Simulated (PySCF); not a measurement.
Spin-rotation constants: butane, C4H10

Molfile (atoms numbered from 1):
```
C4H10
     RDKit          3D

 14 13  0  0  0  0  0  0  0  0999 V2000
    1.8855   -0.5178    0.3700 C   0  0  0  0  0  0  0  0  0  0  0  0
    0.4524   -0.0722    0.6114 C   0  0  0  0  0  0  0  0  0  0  0  0
   -0.4446   -0.2193   -0.6110 C   0  0  0  0  0  0  0  0  0  0  0  0
   -1.8776    0.2266   -0.3696 C   0  0  0  0  0  0  0  0  0  0  0  0
    2.3557    0.0679   -0.4365 H   0  0  0  0  0  0  0  0  0  0  0  0
    2.5066   -0.4000    1.2710 H   0  0  0  0  0  0  0  0  0  0  0  0
    1.9297   -1.5780    0.0724 H   0  0  0  0  0  0  0  0  0  0  0  0
    0.4417    0.9819    0.9421 H   0  0  0  0  0  0  0  0  0  0  0  0
    0.0194   -0.6493    1.4482 H   0  0  0  0  0  0  0  0  0  0  0  0
   -0.4342   -1.2735   -0.9415 H   0  0  0  0  0  0  0  0  0  0  0  0
   -0.0116    0.3575   -1.4479 H   0  0  0  0  0  0  0  0  0  0  0  0
   -1.9218    1.2873   -0.0735 H   0  0  0  0  0  0  0  0  0  0  0  0
   -2.4992    0.1075   -1.2701 H   0  0  0  0  0  0  0  0  0  0  0  0
   -2.3474   -0.3580    0.4380 H   0  0  0  0  0  0  0  0  0  0  0  0
  1  2  1  0
  2  3  1  0
  3  4  1  0
  1  5  1  0
  1  6  1  0
  1  7  1  0
  2  8  1  0
  2  9  1  0
  3 10  1  0
  3 11  1  0
  4 12  1  0
  4 13  1  0
  4 14  1  0
M  END
```

Computed with PySCF 2.14.0, GIAO revPBE/aug-pcSseg-1 magnetisability, rotational g tensor and spin-rotation constants, non-relativistic, gas phase. Geometry: PBE0-D3(BJ)/def2-SVP.

Problem. Give the nuclear spin-rotation constants along the inertial axes (H = +C I·J) beside the isotropic shieldings.

Solution. Rotational constants 23.4902, 3.6356, 3.4162 GHz. A star marks the isotopologue with that one atom substituted, in its own axes.
| atom | isotope | Caa (kHz) | Cbb (kHz) | Ccc (kHz) | mean (kHz) | σ (ppm) |
| --- | --- | --- | --- | --- | --- | --- |
| H5 | 1H | -2.459 | -0.234 | -0.078 | -0.924 | 30.4 |
| H6 | 1H | -0.883 | -0.151 | -0.363 | -0.466 | 30.1 |
| H7 | 1H | -2.459 | -0.233 | -0.079 | -0.924 | 30.4 |
| H8 | 1H | -2.514 | -0.206 | -0.066 | -0.929 | 30.0 |
| H9 | 1H | -2.514 | -0.206 | -0.066 | -0.929 | 30.0 |
| H10 | 1H | -2.514 | -0.206 | -0.066 | -0.929 | 30.0 |
| H11 | 1H | -2.514 | -0.206 | -0.066 | -0.929 | 30.0 |
| H12 | 1H | -2.459 | -0.234 | -0.078 | -0.924 | 30.4 |
| H13 | 1H | -0.883 | -0.151 | -0.363 | -0.466 | 30.1 |
| H14 | 1H | -2.459 | -0.234 | -0.079 | -0.924 | 30.4 |
| C1 | 13C* | 3.210 | 0.552 | 0.548 | 1.437 | 162.6 |
| C2 | 13C* | 3.814 | 0.627 | 0.622 | 1.688 | 148.9 |

For the geometry as given, no vibrational averaging.
